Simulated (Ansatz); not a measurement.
## One structure, 5 elements: V3I, Fe3I, Ni3I, Cu3I, Ga3I

Plane-wave DFT in Ansatz with scalar-relativistic PAW potentials, cutoff 420 eV, Γ-centred meshes chosen by cell and gap, Gaussian smearing with energies taken to zero width. Every cell was relaxed (cell and atoms) in a run of its own, within the symmetry of its start. Functional: PBE.

All members share space group Pm-3m and the same sites; only the element on one set of sites changes (V, Fe, Ni, Cu, Ga). Members needn't be the stable form of their composition. Energies over the elements, where given, are against the elements' standard states in the same functional (H₂, N₂, O₂ and halogens uncorrected, Hg as a solid). The first member:

Space group Pm-3m (No. 221). a = 3.944 Å, b = 3.944 Å, c = 3.944 Å, α = 90.00°, β = 90.00°, γ = 90.00°
```
atom site symmetry x y z
   V    3c    4/mm.m  0.0000  0.5000  0.5000
   I    1a m-3m  0.0000  0.0000  0.0000
```

```tsv
compound	V (Å³/atom)	a (Å)	energy over elements (eV/atom)	largest moment (μB)
V3I	15.34	3.944	0.681	no spin
Ni3I	13.91	3.818	0.554	0.35
Cu3I	16.64	4.052	0.534	no spin
Ga3I	26.71	4.745	0.154	no spin
```

Question: Predict the member with Fe.

Answer: V (Å³/atom) 15.08, a (Å) 3.922, energy over elements (eV/atom) 0.768, largest moment (μB) 2.72. Interpolating linearly in position along the row between V and Ni would give 14.48 Å³/atom (3.9 % too small), with 0.605 eV/atom over the elements. Over the whole series the volume has no steady trend along the row (least for Ni); all are metallic on the mesh; none is bound against its elements in this structure, and Ga comes closest. A least volume inside the transition series is what filling first bonding and then antibonding d states gives. Moments appear for Fe, Ni, and a moment swells a cell.

Spin-orbit coupling is left out, which matters for the bands of heavy elements. Moments started parallel, and an antiferromagnetic order may lie lower. Spin polarisation was left out for Ga3I (a zero moment there is imposed), and a magnetic state may lie lower. The smearing is narrow for a metal on this mesh. Magnetic cells started from one order each; another order can shift an energy by tens of meV per atom.